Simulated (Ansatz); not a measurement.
**1T (CdI2-type) SnSe₂**

The numbers are results of BLYP in Ansatz (PAW), not measurements.

Settings: plane-wave cutoff 520 eV, 12×12×6 k mesh (along the axes of the cell as run), Fermi–Dirac smearing 0.01 eV, scalar-relativistic PAW data made under PBE.

Cell: measured lattice: a = 3.811 Å, b = 3.811 Å, c = 6.140 Å, α = 90.00°, β = 90.00°, γ = 120.00°.

For 1T (CdI2-type) SnSe₂, the band gap is 0.51 eV and the smallest direct gap on the k points sampled is 1.03 eV.

Measured, for comparison: band gap 0.98 eV (temperature not stated, not corrected to a static lattice, indirect, our sources range from 0.98 to 1.06; as tabulated in Gonzalez and Oleynik (2016), arXiv:1609.04381).

Note: cell and atoms aren't relaxed at this level (largest force component 0.40 eV/Å, pressure 7.3 GPa).

Spin–orbit coupling is not included.

The computed numbers hold no vibrational or temperature effects.

Ansatz is a program for electronic structure.
